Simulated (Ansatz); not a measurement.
For fluorite CdF2, HSE06 (plane waves, PAW; Ansatz, an electronic-structure program) gives:

| Quantity | Result |
|---|---|
| equilibrium lattice constant a | 5.418 Å |
| bulk modulus B0 | 104 GPa |
| cohesive energy | 3.13 eV/atom |

Question: What does Hartree–Fock (plane waves, PAW; Ansatz) give for the same quantities?

Answer: 
- lattice constant a: 5.453 Å (increases by 0.6 %)
- bulk modulus: 101 GPa (shrinks by 2.9 %)
- cohesive energy: 2.36 eV/atom (falls by 0.77 eV/atom)

For comparison: lattice constant a 5.388 Å (measured, temperature not stated, copied from a table, unchecked, no zero-point or thermal correction; as tabulated in Crystal Structures 1, 239 (1963)); cohesive energy 3.37 ± 0.03 eV/atom (worked out here from tabulated enthalpies at 298 K, copied from a table, unchecked, brought to a static lattice with a Debye model, atoms in their spin–orbit ground levels; inputs from the CRC Handbook).

Changes are worked out from the printed values.

Unless a cell is named, each level is at its own relaxed cell (HSE06 13.25, Hartree–Fock 13.51 Å³/atom).

Ansatz's density-functional and Hartree–Fock values are scalar-relativistic unless marked +SOC, with PAW data made under PBE.
